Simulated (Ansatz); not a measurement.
C2H4N2O (`N=CC(N)=O`), charge 0, multiplicity 1.

**Question.** Give a relaxed structure at PBE0-D4/def2-TZVP (the Gaussian-basis code of Ansatz). (An estimate is asked.)

**Answer.** Computed: 
```xyz
9

N     0.8729   -1.0484   -0.8030
C     0.9601    0.0190   -0.1366
C    -0.2679    0.6564    0.4596
N    -1.4081   -0.0092    0.2118
O    -0.1713    1.6838    1.0994
H     1.7808   -1.3611   -1.1429
H     1.8802    0.5724    0.0735
H    -2.2773    0.3420    0.5705
H    -1.3693   -0.8549   -0.3324
```
Point group Cs.
This is one stationary point; other conformers may exist.
